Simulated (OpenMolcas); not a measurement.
# BNH3Cl (SMILES NBCl) at 6 levels

Wanted: a comparison of 6 runs (HF/STO-3G, HF/aug-cc-pVDZ, B3LYP/6-31G*, B2PLYP/aug-cc-pVDZ, B3LYP/aug-cc-pVDZ, PBE/aug-cc-pVDZ) of BNH3Cl. 

The results are computed with OpenMolcas 26.06.

1 further run of the same task is left out (set aside as unsound or not needed).

**1. The system as given**

BNH3Cl: 6 atoms, total charge 0, spin state singlet. As SMILES, `NBCl`. Geometry: relaxed at PBE0-D4/def2-TZVP.

Bond lengths: N1–B2 1.383 Å, B2–Cl3 1.768 Å, N1–H4 1.005 Å, N1–H5 1.006 Å, B2–H6 1.191 Å. Angles: N1–B2–Cl3 119.7°, N1–B2–H6 121.5°, Cl3–B2–H6 118.8°, B2–N1–H4 122.2°, B2–N1–H5 123.2°, H4–N1–H5 114.7°.

**2. Energy and gradient at HF/STO-3G (run 1)**

File run.input:

```
&GATEWAY
 BasLib=$CurrDir
 Coord
 6
 angstrom
 N       -0.395600      -0.007800      -0.658000
 B        0.369600      -0.158900       0.483700
 Cl       0.529900       1.189300       1.616000
 H       -0.511800      -0.749300      -1.326600
 H       -0.878600       0.844500      -0.888200
 H        0.928800      -1.181900       0.727100
 Basis=STO-3G
 Group=NoSym

&SEWARD

&SCF
 Thresholds=1e-10 1e-07 1e-07 1e-05
 PrOrbitals=1 1

&ALASKA
```

The basis set STO-3G is read from a file made from the Basis Set Exchange's data (not shown).

Run with:

```
export MOLCAS_MEM=1860
pymolcas run.input > run.log
```

The program printed:

```text
--- Start Module: gateway ---
[...]
--- Stop Module: gateway /rc=_RC_ALL_IS_WELL_ ---
[...]
      Basis functions           22
[...]
--- Start Module: scf ---
[...]
       Convergence after  12 Iterations
[...]
::    Total SCF energy                               -534.5242028175
[...]
      Total spin, S                                     0.0000000000
[...]
      Total electronic charge=   32.000000
      Total            charge=   -0.000000
[...]
      Dipole Moment (debye):
      Origin of the operator (angstrom)=    0.2634    0.6132    0.8114
                   X= -1.2192E+00               Y= -1.2877E+00               Z= -2.8080E+00           Total=  3.3210E+00
      Quadrupole Moment (debye*angstrom):
[...]
--- Stop Module: scf /rc=_RC_ALL_IS_WELL_ ---
--- Start Module: alaska ---
[...]
 *              Molecular gradients               *
 **************************************************
  Irreducible representation: a
 ------------------------------------------------------------------------------------------
                              X                       Y                       Z
 ------------------------------------------------------------------------------------------
  N1               -1.76120963458173E-02    2.85240952967825E-03   -2.66931660116816E-02
  B2               -1.59536758747869E-03    2.79769994335055E-02    1.55528916936317E-02
  CL3              -1.25318036830357E-03   -1.20394483091673E-02   -9.83698329677374E-03
  H4                2.92083611856170E-03    9.72146905438986E-03    1.10171208115317E-02
  H5                7.57392698097870E-03   -1.10402102494929E-02    5.12989429502642E-03
  H6                9.96588120205111E-03   -1.74712194589031E-02    4.83024250825459E-03
 ------------------------------------------------------------------------------------------
[...]
```

Wall time 1.7 s (1 thread of Arm Neoverse V2, shared host); peak memory 0.37 GiB.

**3. Energy and forces at HF/aug-cc-pVDZ (run 2)**

run.input, as its differences from that of step 2:

```diff
@@ -11,3 +11,3 @@
  H        0.928800      -1.181900       0.727100
- Basis=STO-3G
+ Basis=aug-cc-pVDZ
  Group=NoSym
@@ -18,3 +18,3 @@
  Thresholds=1e-10 1e-07 1e-07 1e-05
- PrOrbitals=1 1
+ PrOrbitals=1 2
```

The basis set aug-cc-pVDZ is read from a file made from the Basis Set Exchange's data (not shown).

Run with:

```
export MOLCAS_MEM=1860
pymolcas run.input > run.log
```

The program printed:

```text
--- Start Module: gateway ---
[...]
--- Stop Module: gateway /rc=_RC_ALL_IS_WELL_ ---
[...]
      Basis functions          100
[...]
--- Start Module: scf ---
[...]
       Convergence after  14 Iterations
[...]
::    Total SCF energy                               -540.4894309137
[...]
      Total spin, S                                     0.0000000000
[...]
      Total electronic charge=   32.000000
      Total            charge=   -0.000000
[...]
      Dipole Moment (debye):
      Origin of the operator (angstrom)=    0.2634    0.6132    0.8114
                   X= -1.0556E+00               Y= -9.3138E-01               Z= -2.3125E+00           Total=  2.7072E+00
      Quadrupole Moment (debye*angstrom):
[...]
--- Stop Module: scf /rc=_RC_ALL_IS_WELL_ ---
[...]
--- Start Module: alaska ---
[...]
 *              Molecular gradients               *
 **************************************************
  Irreducible representation: a
 ------------------------------------------------------------------------------------------
                              X                       Y                       Z
 ------------------------------------------------------------------------------------------
  N1                6.77530680822969E-03   -1.49230519017296E-03    9.99832171146586E-03
  B2                1.04106842548024E-04    9.64083672477400E-03    6.43184531454788E-03
  CL3              -1.37380829298062E-03   -8.87710216863624E-03   -7.98367171033298E-03
  H4               -1.25892110596826E-03   -6.37313958621766E-03   -6.17832081939929E-03
  H5               -4.36141484204766E-03    7.68299335861089E-03   -2.07631528688146E-03
  H6                1.14730590227374E-04   -5.81283138360256E-04   -1.91859209381751E-04
 ------------------------------------------------------------------------------------------
[...]
```

Run time: 11 s. Hardware: 1 thread of Arm Neoverse V2, shared host; peak memory 0.56 GiB.

Runs 3 to 4 aren't shown in full; the table further down has their settings and results.

**4. Energy and gradient at B3LYP/aug-cc-pVDZ (run 5)**

File test.inp:

```
&GATEWAY
BASLIB = $CurrDir
COORD
6
angstrom
N       -0.395600      -0.007800      -0.658000
B        0.369600      -0.158900       0.483700
Cl       0.529900       1.189300       1.616000
H       -0.511800      -0.749300      -1.326600
H       -0.878600       0.844500      -0.888200
H        0.928800      -1.181900       0.727100
BASIS = aug-cc-pVDZ
GROUP = NoSym
&SEWARD
GRIDINPUT
Grid=UltraFine
End of Grid
&SCF
KSDFT = B3LYP
THRESHOLDS = 1e-10 1e-07 1e-07 1e-05
PRORBITALS = 1 2
&ALASKA
```

The basis set aug-cc-pVDZ is read from a file made from the Basis Set Exchange's data (not shown).

Run with:

```
export MOLCAS_MEM=1860
pymolcas test.inp > test.log
```

The program printed:

```text
--- Start Module: gateway ---
[...]
--- Stop Module: gateway /rc=_RC_ALL_IS_WELL_ ---
[...]
      Basis functions          100
[...]
--- Start Module: scf ---
[...]
       Convergence after  14 Iterations
[...]
::    Total KS-DFT energy                            -541.7319811142
[...]
      Total spin, S                                     0.0000000000
[...]
      Total electronic charge=   32.000000
      Total            charge=   -0.000000
[...]
      Dipole Moment (debye):
      Origin of the operator (angstrom)=    0.2634    0.6132    0.8114
                   X= -1.1253E+00               Y= -7.5219E-01               Z= -2.3095E+00           Total=  2.6769E+00
      Quadrupole Moment (debye*angstrom):
[...]
--- Stop Module: scf /rc=_RC_ALL_IS_WELL_ ---
[...]
--- Start Module: alaska ---
[...]
 *              Molecular gradients               *
 **************************************************
  Irreducible representation: a
 ------------------------------------------------------------------------------------------
                              X                       Y                       Z
 ------------------------------------------------------------------------------------------
  N1                1.03569196228204E-03   -7.62807855254621E-05    1.61997179640672E-03
  B2               -2.00439740185177E-03    6.67577085183257E-03    1.09387690544988E-03
  CL3              -1.04518434349510E-03   -7.61793377840547E-03   -6.63547493627448E-03
  H4                4.83966898267352E-04    3.50355863466456E-03    3.04374657151119E-03
  H5                2.30878028426273E-03   -3.99222141158262E-03    1.16405288241683E-03
  H6               -7.78857399499788E-04    1.50710648899377E-03   -2.86173219492980E-04
 ------------------------------------------------------------------------------------------
[...]
```

It took 39 s on 1 thread of Arm Neoverse V2, shared host; peak memory 0.56 GiB.

**5. Energy and forces at PBE/aug-cc-pVDZ (run 6)**

File mol.input:

```
&gateway
  baslib
  $CurrDir
  coord
  6
  angstrom
  N       -0.395600      -0.007800      -0.658000
  B        0.369600      -0.158900       0.483700
  Cl       0.529900       1.189300       1.616000
  H       -0.511800      -0.749300      -1.326600
  H       -0.878600       0.844500      -0.888200
  H        0.928800      -1.181900       0.727100
  basis
  aug-cc-pVDZ
  group
  NoSym

&seward
  gridinput
  Grid=UltraFine
  End of Grid

&scf
  ksdft
  PBE
  thresholds
  1e-10 1e-07 1e-07 1e-05
  prorbitals
  0

&alaska
```

The basis set aug-cc-pVDZ is read from a file made from the Basis Set Exchange's data (not shown).

Run with:

```
export MOLCAS_MEM=1860
pymolcas mol.input > mol.log
```

The program printed:

```text
--- Start Module: gateway ---
[...]
--- Stop Module: gateway /rc=_RC_ALL_IS_WELL_ ---
[...]
      Basis functions          100
[...]
--- Start Module: scf ---
[...]
       Convergence after  14 Iterations
[...]
::    Total KS-DFT energy                            -541.4085132229
[...]
      Total spin, S                                     0.0000000000
[...]
      Total electronic charge=   32.000000
      Total            charge=   -0.000000
[...]
      Dipole Moment (debye):
      Origin of the operator (angstrom)=    0.2634    0.6132    0.8114
                   X= -1.1605E+00               Y= -6.8097E-01               Z= -2.3205E+00           Total=  2.6824E+00
      Quadrupole Moment (debye*angstrom):
[...]
--- Stop Module: scf /rc=_RC_ALL_IS_WELL_ ---
[...]
--- Start Module: alaska ---
[...]
 *              Molecular gradients               *
 **************************************************
  Irreducible representation: a
 ------------------------------------------------------------------------------------------
                              X                       Y                       Z
 ------------------------------------------------------------------------------------------
  N1                5.19046809174917E-04   -6.73808292042111E-05    7.89871539264908E-04
  B2               -3.19877508639754E-03    2.92766928774668E-03   -3.26889006900830E-03
  CL3              -8.53729928662172E-04   -7.21328387350972E-03   -6.06318290697594E-03
  H4                1.18735306911188E-03    8.08862414167777E-03    7.15351551304755E-03
  H5                5.33795377337265E-03   -9.38708172385017E-03    2.57562500229591E-03
  H6               -2.99184863659674E-03    5.65145299713965E-03   -1.18693907866990E-03
 ------------------------------------------------------------------------------------------
[...]
```

Run time: 37 s. Hardware: 1 thread of Arm Neoverse V2, shared host; peak memory 0.56 GiB.

**6. The series**

```csv
run,level,Cartesian functions,integration grid,energy (Eh),dipole moment (D),HOMO energy (eV),LUMO energy (eV),wall time
1,HF/STO-3G,no,–,-534.524203,3.32,-10.00,8.15,1.7 s
2,HF/aug-cc-pVDZ,no,–,-540.489431,2.71,-11.72,0.90,11 s
3,B3LYP/6-31G* (Cartesian functions),yes,UltraFine,-541.690428,2.99,-7.89,0.46,14 s
4,B2PLYP/aug-cc-pVDZ,no,UltraFine,-541.483923,2.69,-9.64,0.20,27 s
5,B3LYP/aug-cc-pVDZ,no,UltraFine,-541.731981,2.68,-8.20,-0.47,39 s
6,PBE/aug-cc-pVDZ,no,UltraFine,-541.408513,2.68,-7.10,-0.89,37 s
```

**7. Summary of results**

| quantity | value |
| --- | --- |
| run 6: total energy | -541.40851 Eh |
| run 6: dipole moment | 2.68 D |
| run 6: HOMO energy | -7.10 eV |
| run 6: LUMO energy | -0.89 eV |
| run 6: HOMO–LUMO gap | 6.21 eV |
| run 6: largest force on an atom | 0.571 eV/Å |

In words: The dipole moment (its size) runs from 2.68 D (B3LYP/aug-cc-pVDZ) to 3.32 D (HF/STO-3G). The two ends differ in method and basis. The HOMO–LUMO gap runs from 6.21 eV (PBE/aug-cc-pVDZ) to 18.15 eV (HF/STO-3G). For B2PLYP the log adds the whole second-order term; the table takes 0.27 of it, as the functional is defined. Totals of different functionals can't be ranked against each other. In run 1 the basis is minimal, so the values are rough. All runs together took 2.2 min, the longest 39 s.
